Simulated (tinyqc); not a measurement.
MP2 on RHF in the sto-3g basis, frozen core, for H2O, spin multiplicity 1, step by step. Computed by tinyqc, a small Python program that keeps every step (integrals from PySCF). Settings: charge = 0, multiplicity = 1, basis = sto-3g, method = RHF, frozen orbitals = 1, energy threshold = 1e-10, iteration cap = 77, orthogonalisation = symmetric, start = core, DIIS depth = 6. Command: `OMP_NUM_THREADS=1 python tinyqc.py 27619 27620 out.jsonl` (the two numbers bound the seeds that draw the settings). One thread of a shared host (Intel(R) Xeon(R) Processor @ 2.60GHz), about 0.1 s of CPU time with the checks. The early iterations of the SCF are left out here.

## One-electron integrals

Geometry (angstrom):
```
atom       x        y       z
O     0.0000   0.0000  0.0000
H     0.0000   0.8350  0.6040
H     0.0000  -0.8350  0.6040
```

Basis sto-3g: exponents (1/bohr^2) and contraction coefficients of normalised primitives:
```
element  l (shell)  exponent  coefficient
O            s (1)  130.7093       0.1543
O            s (1)   23.8089       0.5353
O            s (1)    6.4436       0.4446
O            s (2)    5.0332      -0.1000
O            s (2)    1.1696       0.3995
O            s (2)    0.3804       0.7001
O            p (3)    5.0332       0.1559
O            p (3)    1.1696       0.6077
O            p (3)    0.3804       0.3920
H            s (1)    3.4253       0.1543
H            s (1)    0.6239       0.5353
H            s (1)    0.1689       0.4446
```

Overlap, kinetic and nuclear-attraction integrals over the contracted functions; the nuclear repulsion is the sum of Za Zb / Rab.

nuclear repulsion = 8.532684 hartree

overlap S, lower triangle:
```
         1O 1s   1O 2s  1O 2px   1O 2py  1O 2pz   2H 1s   3H 1s
1O 1s   1.0000
1O 2s   0.2367  1.0000
1O 2px  0.0000  0.0000  1.0000
1O 2py  0.0000  0.0000  0.0000   1.0000
1O 2pz  0.0000  0.0000  0.0000   0.0000  1.0000
2H 1s   0.0453  0.4279  0.0000   0.2973  0.2151  1.0000
3H 1s   0.0453  0.4279  0.0000  -0.2973  0.2151  0.2001  1.0000
```

kinetic energy T (hartree), lower triangle:
```
          1O 1s   1O 2s  1O 2px   1O 2py  1O 2pz    2H 1s   3H 1s
1O 1s   29.0032
1O 2s   -0.1680  0.8081
1O 2px   0.0000  0.0000  2.5287
1O 2py   0.0000  0.0000  0.0000   2.5287
1O 2pz   0.0000  0.0000  0.0000   0.0000  2.5287
2H 1s   -0.0065  0.0962  0.0000   0.1872  0.1354   0.7600
3H 1s   -0.0065  0.0962  0.0000  -0.1872  0.1354  -0.0013  0.7600
```

nuclear attraction V (hartree), lower triangle:
```
           1O 1s     1O 2s   1O 2px    1O 2py   1O 2pz    2H 1s    3H 1s
1O 1s   -61.6454
1O 2s    -7.4262  -10.0704
1O 2px    0.0000    0.0000  -9.9268
1O 2py    0.0000    0.0000   0.0000  -10.0652
1O 2pz   -0.0157   -0.1889   0.0000    0.0000  -9.9992
2H 1s    -1.4594   -3.3847   0.0000   -2.0822  -1.5604  -5.5388
3H 1s    -1.4594   -3.3847   0.0000    2.0822  -1.5604  -1.2347  -5.5388
```

core Hamiltonian H = T + V (hartree), lower triangle:
```
           1O 1s    1O 2s   1O 2px   1O 2py   1O 2pz    2H 1s    3H 1s
1O 1s   -32.6422
1O 2s    -7.5942  -9.2623
1O 2px    0.0000   0.0000  -7.3981
1O 2py    0.0000   0.0000   0.0000  -7.5365
1O 2pz   -0.0157  -0.1889   0.0000   0.0000  -7.4705
2H 1s    -1.4660  -3.2885   0.0000  -1.8951  -1.4250  -4.7788
3H 1s    -1.4660  -3.2885   0.0000   1.8951  -1.4250  -1.2360  -4.7788
```

## Two-electron integrals

Functions are numbered as in S; the eight-fold symmetry (ij|kl) = (ji|kl) = (kl|ij) leaves the list below.

Two-electron integrals (ij|kl) in chemists' order, unique and non-zero (hartree):
```
(11|11) 4.7851      (21|11) 0.7414      (21|21) 0.1369      (22|11) 1.1189
(22|21) 0.2566      (22|22) 0.8172      (31|31) 0.0245      (32|31) 0.0378
(32|32) 0.1805      (33|11) 1.1158      (33|21) 0.2567      (33|22) 0.8170
(33|33) 0.8802      (41|41) 0.0245      (42|41) 0.0378      (42|42) 0.1805
(43|43) 0.0474      (44|11) 1.1158      (44|21) 0.2567      (44|22) 0.8170
(44|33) 0.7853      (44|44) 0.8802      (51|51) 0.0245      (52|51) 0.0378
(52|52) 0.1805      (53|53) 0.0474      (54|54) 0.0474      (55|11) 1.1158
(55|21) 0.2567      (55|22) 0.8170      (55|33) 0.7853      (55|44) 0.7853
(55|55) 0.8802      (61|11) 0.1440      (61|21) 0.0264      (61|22) 0.0491
(61|33) 0.0490      (61|41) 0.0010      (61|42) 0.0018      (61|44) 0.0492
(61|51) 0.0007      (61|52) 0.0013      (61|54) 1.39e-04    (61|55) 0.0491
(61|61) 0.0051      (62|11) 0.3550      (62|21) 0.0825      (62|22) 0.2913
(62|33) 0.2863      (62|41) 0.0050      (62|42) 0.0386      (62|44) 0.2960
(62|51) 0.0036      (62|52) 0.0279      (62|54) 0.0070      (62|55) 0.2914
(62|61) 0.0162      (62|62) 0.1293      (63|31) 0.0086      (63|32) 0.0501
(63|43) 0.0080      (63|53) 0.0058      (63|63) 0.0183      (64|11) 0.2088
(64|21) 0.0491      (64|22) 0.1853      (64|33) 0.1769      (64|41) 0.0112
(64|42) 0.0733      (64|44) 0.1988      (64|51) 0.0019      (64|52) 0.0168
(64|54) 0.0100      (64|55) 0.1800      (64|61) 0.0101      (64|62) 0.0999
(64|64) 0.0946      (65|11) 0.1510      (65|21) 0.0355      (65|22) 0.1340
(65|33) 0.1280      (65|41) 0.0019      (65|42) 0.0168      (65|44) 0.1322
(65|51) 0.0099      (65|52) 0.0622      (65|54) 0.0111      (65|55) 0.1418
(65|61) 0.0073      (65|62) 0.0722      (65|64) 0.0552      (65|65) 0.0582
(66|11) 0.4990      (66|21) 0.1178      (66|22) 0.4776      (66|33) 0.4584
(66|41) 0.0092      (66|42) 0.0976      (66|44) 0.4958      (66|51) 0.0066
(66|52) 0.0706      (66|54) 0.0271      (66|55) 0.4780      (66|61) 0.0233
(66|62) 0.2683      (66|64) 0.2367      (66|65) 0.1712      (66|66) 0.7746
(71|11) 0.1440      (71|21) 0.0264      (71|22) 0.0491      (71|33) 0.0490
(71|41) -0.0010     (71|42) -0.0018     (71|44) 0.0492      (71|51) 0.0007
(71|52) 0.0013      (71|54) -1.39e-04   (71|55) 0.0491      (71|61) 0.0051
(71|62) 0.0157      (71|64) 0.0089      (71|65) 0.0070      (71|66) 0.0223
(71|71) 0.0051      (72|11) 0.3550      (72|21) 0.0825      (72|22) 0.2913
(72|33) 0.2863      (72|41) -0.0050     (72|42) -0.0386     (72|44) 0.2960
(72|51) 0.0036      (72|52) 0.0279      (72|54) -0.0070     (72|55) 0.2914
(72|61) 0.0157      (72|62) 0.1034      (72|64) 0.0553      (72|65) 0.0561
(72|66) 0.1744      (72|71) 0.0162      (72|72) 0.1293      (73|31) 0.0086
(73|32) 0.0501      (73|43) -0.0080     (73|53) 0.0058      (73|63) 0.0141
(73|73) 0.0183      (74|11) -0.2088     (74|21) -0.0491     (74|22) -0.1853
(74|33) -0.1769     (74|41) 0.0112      (74|42) 0.0733      (74|44) -0.1988
(74|51) -0.0019     (74|52) -0.0168     (74|54) 0.0100      (74|55) -0.1800
(74|61) -0.0089     (74|62) -0.0553     (74|64) -0.0160     (74|65) -0.0294
(74|66) -0.0836     (74|71) -0.0101     (74|72) -0.0999     (74|74) 0.0946
(75|11) 0.1510      (75|21) 0.0355      (75|22) 0.1340      (75|33) 0.1280
(75|41) -0.0019     (75|42) -0.0168     (75|44) 0.1322      (75|51) 0.0099
(75|52) 0.0622      (75|54) -0.0111     (75|55) 0.1418      (75|61) 0.0070
(75|62) 0.0561      (75|64) 0.0294      (75|65) 0.0441      (75|66) 0.1034
(75|71) 0.0073      (75|72) 0.0722      (75|74) -0.0552     (75|75) 0.0582
(76|11) 0.1233      (76|21) 0.0289      (76|22) 0.1104      (76|33) 0.1079
(76|44) 0.1102      (76|51) 0.0020      (76|52) 0.0183      (76|55) 0.1129
(76|61) 0.0056      (76|62) 0.0480      (76|64) 0.0322      (76|65) 0.0302
(76|66) 0.1023      (76|71) 0.0056      (76|72) 0.0480      (76|74) -0.0322
(76|75) 0.0302      (76|76) 0.0219      (77|11) 0.4990      (77|21) 0.1178
(77|22) 0.4776      (77|33) 0.4584      (77|41) -0.0092     (77|42) -0.0976
(77|44) 0.4958      (77|51) 0.0066      (77|52) 0.0706      (77|54) -0.0271
(77|55) 0.4780      (77|61) 0.0223      (77|62) 0.1744      (77|64) 0.0836
(77|65) 0.1034      (77|66) 0.3134      (77|71) 0.0233      (77|72) 0.2683
(77|74) -0.2367     (77|75) 0.1712      (77|76) 0.1023      (77|77) 0.7746
```

## Orthogonalisation

S = U s U^T; symmetric (Loewdin) form X = U s^(-1/2) U^T, so that X^T S X = 1.

eigenvalues of S: 0.3907  0.4677  0.8889  1.0000  1.0925  1.3321  1.8281

X, lower triangle:
```
          1O 1s    1O 2s  1O 2px   1O 2py   1O 2pz    2H 1s   3H 1s
1O 1s    1.0239
1O 2s   -0.1399   1.1969
1O 2px   0.0000   0.0000  1.0000
1O 2py   0.0000   0.0000  0.0000   1.0953
1O 2pz  -0.0084   0.0860  0.0000   0.0000   1.0423
2H 1s    0.0206  -0.2566  0.0000  -0.2049  -0.1266   1.1636
3H 1s    0.0206  -0.2566  0.0000   0.2049  -0.1266  -0.0697  1.1636
```

## Iteration 8 (converged): orbitals

converged F (hartree), lower triangle:
```
           1O 1s    1O 2s   1O 2px   1O 2py   1O 2pz    2H 1s    3H 1s
1O 1s   -20.2375
1O 2s    -5.1621  -2.4216
1O 2px    0.0000   0.0000  -0.3849
1O 2py    0.0000   0.0000   0.0000  -0.2717
1O 2pz   -0.0272  -0.0937   0.0000   0.0000  -0.3065
2H 1s    -1.0051  -0.9021   0.0000  -0.3845  -0.3317  -0.4855
3H 1s    -1.0051  -0.9021   0.0000   0.3845  -0.3317  -0.2981  -0.4855
```

Diagonalise F' = X^T F X, C = X C', fill 5 alpha and 5 beta electrons from the bottom; D = 2 C_occ C_occ^T. Each column has its largest component positive (the first on a tie).

F' = X^T F X (hartree), lower triangle:
```
          1        2        3        4        5        6       7
1  -19.8603
2   -2.6917  -1.2669
3    0.0000   0.0000  -0.3849
4    0.0000   0.0000   0.0000   0.0035
5   -0.0543   0.1070   0.0000   0.0000  -0.1762
6   -0.1341  -0.4598   0.0000  -0.4433  -0.3067   0.0003
7   -0.1341  -0.4598   0.0000   0.4433  -0.3067  -0.0806  0.0003
```

orbital energies (hartree): MO1 -20.2461, MO2 -1.2306, MO3 -0.5859, MO4 -0.4352, MO5 -0.3849, MO6 0.5283, MO7 0.6703

coefficients C:
```
            MO1      MO2      MO3      MO4     MO5      MO6      MO7
1O 1s    0.9943  -0.2361   0.0000   0.0967  0.0000  -0.1234   0.0000
1O 2s    0.0252   0.8611   0.0000  -0.5003  0.0000   0.7738   0.0000
1O 2px   0.0000   0.0000   0.0000   0.0000  1.0000   0.0000   0.0000
1O 2py   0.0000   0.0000   0.5995   0.0000  0.0000   0.0000   0.9614
1O 2pz   0.0036   0.1025   0.0000   0.7728  0.0000   0.7199   0.0000
2H 1s   -0.0052   0.1529   0.4480   0.3018  0.0000  -0.7524  -0.7757
3H 1s   -0.0052   0.1529  -0.4480   0.3018  0.0000  -0.7524   0.7757
```

D after iteration 8, lower triangle:
```
          1O 1s    1O 2s  1O 2px   1O 2py  1O 2pz    2H 1s   3H 1s
1O 1s    2.1074
1O 2s   -0.4532   1.9848
1O 2px   0.0000   0.0000  2.0000
1O 2py   0.0000   0.0000  0.0000   0.7189
1O 2pz   0.1082  -0.5965  0.0000   0.0000  1.2154
2H 1s   -0.0242  -0.0388  0.0000   0.5372  0.4978   0.6305
3H 1s   -0.0242  -0.0388  0.0000  -0.5372  0.4978  -0.1725  0.6305
```

## Convergence

Stop when the energy changes by less than 1e-10 hartree and every element of the error matrix X^T (F D S - S D F) X is below 3e-06.

Course of the cycle:
```
iteration  E (hartree)     change  largest element of the error matrix
1           -73.270984          -                             6.30e-01
2           -74.914906  -1.64e+00                             1.56e-01
3           -74.956940  -4.20e-02                             3.45e-02
4           -74.958682  -1.74e-03                             5.21e-03
5           -74.958777  -9.44e-05                             1.60e-03
6           -74.958785  -8.52e-06                             1.23e-04
7           -74.958785  -3.92e-08                             8.17e-08
8           -74.958785     0.0000                             2.79e-10
```

PySCF RHF in the same basis = -74.958785 hartree

Converged in 8 iterations.

## Integrals over molecular orbitals

(pq|rs) = sum C_ip C_jq C_kr C_ls (ij|kl), one index at a time.

one-electron integrals over orbitals h = C^T H C (hartree), lower triangle:
```
          1        2        3        4        5        6        7
1  -32.6251
2    0.5638  -7.6018
3    0.0000   0.0000  -6.1673
4   -0.2174   0.4804   0.0000  -6.8163
5    0.0000   0.0000   0.0000   0.0000  -7.3981
6    0.2843  -1.3013   0.0000  -1.1819   0.0000  -5.2804
7    0.0000   0.0000  -1.7513   0.0000   0.0000   0.0000  -5.5765
```

Two-electron integrals over orbitals (pq|rs), unique and non-zero (hartree); the lowest 1 orbital is frozen and left out:
```
(22|22) 0.7228    (32|32) 0.1381    (33|22) 0.6275    (33|33) 0.6110
(42|22) -0.0105   (42|33) 0.0057    (42|42) 0.1283    (43|32) 0.0253
(43|43) 0.0503    (44|22) 0.6724    (44|33) 0.5817    (44|42) -0.1019
(44|44) 0.7498    (52|52) 0.1474    (53|53) 0.0273    (54|52) -0.0448
(54|54) 0.0521    (55|22) 0.7501    (55|33) 0.6130    (55|42) -0.0736
(55|44) 0.7144    (55|55) 0.8802    (62|22) 0.1370    (62|33) 0.0689
(62|42) 0.0261    (62|44) 0.0786    (62|55) 0.1511    (62|62) 0.0977
(63|32) -0.0420   (63|43) -0.0340   (63|63) 0.0760    (64|22) 0.1096
(64|33) 0.0446    (64|42) -0.0360   (64|44) 0.1267    (64|55) 0.1304
(64|62) 0.0625    (64|64) 0.0796    (65|52) 0.0562    (65|54) 0.0017
(65|65) 0.0365    (66|22) 0.5990    (66|33) 0.5582    (66|42) 0.0548
(66|44) 0.5438    (66|55) 0.5794    (66|62) 0.0921    (66|64) 0.0474
(66|66) 0.5861    (72|32) 0.0482    (72|43) -0.0314   (72|63) 0.0325
(72|72) 0.0654    (73|22) 0.1528    (73|33) 0.0894    (73|42) -0.0750
(73|44) 0.1550    (73|55) 0.1969    (73|62) 0.0738    (73|64) 0.0874
(73|66) 0.0405    (73|73) 0.1547    (74|32) -0.0741   (74|43) -0.0047
(74|63) 0.0501    (74|72) -0.0175   (74|74) 0.0685    (75|53) 0.0239
(75|75) 0.0251    (76|32) 0.0944    (76|43) 0.0551    (76|63) -0.0687
(76|72) -0.0058   (76|74) -0.0587   (76|76) 0.1159    (77|22) 0.6175
(77|33) 0.5961    (77|42) -0.0180   (77|44) 0.5970    (77|55) 0.6199
(77|62) 0.0660    (77|64) 0.0471    (77|66) 0.5566    (77|73) 0.0982
(77|77) 0.6100
```

## Second-order Moller-Plesset energy

Hartree-Fock energy = -74.958785 hartree

E2 = sum_ijab (ia|jb) [2 (ia|jb) - (ib|ja)] / (e_i + e_j - e_a - e_b) over occupied i, j and virtual a, b; the opposite-spin part is (ia|jb)^2 / denominator, the rest is same-spin, and SCS-MP2 scales them by 6/5 and 1/3.

Terms:
```
i  j  a  b  (ia|jb)  (ib|ja)  denominator       term
3  3  7  7   0.1547   0.1547      -2.5125    -0.0095
4  3  6  7   0.0874   0.0501      -2.2198    -0.0049
3  4  7  6   0.0874   0.0501      -2.2198    -0.0049
4  4  6  6   0.0796   0.0796      -1.9270    -0.0033
3  2  7  6   0.0738   0.0325      -3.0152    -0.0028
2  3  6  7   0.0738   0.0325      -3.0152    -0.0028
2  2  6  6   0.0977   0.0977      -3.5178    -0.0027
3  3  6  6   0.0760   0.0760      -2.2284    -0.0026
4  4  7  7   0.0685   0.0685      -2.2111    -0.0021
4  2  6  6   0.0625   0.0625      -2.7224    -0.0014
2  4  6  6   0.0625   0.0625      -2.7224    -0.0014
2  2  7  7   0.0654   0.0654      -3.8019    -0.0011
5  5  6  6   0.0365   0.0365      -1.8264    -0.0007
5  5  7  7   0.0251   0.0251      -2.1105  -2.98e-04
4  3  7  6   0.0501   0.0874      -2.2198  -2.87e-04
3  4  6  7   0.0501   0.0874      -2.2198  -2.87e-04
4  2  7  7  -0.0175  -0.0175      -3.0065  -1.02e-04
2  4  7  7  -0.0175  -0.0175      -3.0065  -1.02e-04
3  2  6  7   0.0325   0.0738      -3.0152   9.41e-05
2  3  7  6   0.0325   0.0738      -3.0152   9.41e-05
```

Pair energies (hartree; pair i-j sums ij and ji):
```
pair  opposite spin  same spin
2-2         -0.0038     0.0000
3-2         -0.0043    -0.0011
3-3         -0.0121     0.0000
4-2         -0.0031     0.0000
4-3         -0.0091    -0.0013
4-4         -0.0054     0.0000
5-5         -0.0010     0.0000
```

MP2 correlation energy = -0.041311 hartree

SCS-MP2 correlation energy = -0.047506 hartree

MP2 total energy = -75.000096 hartree
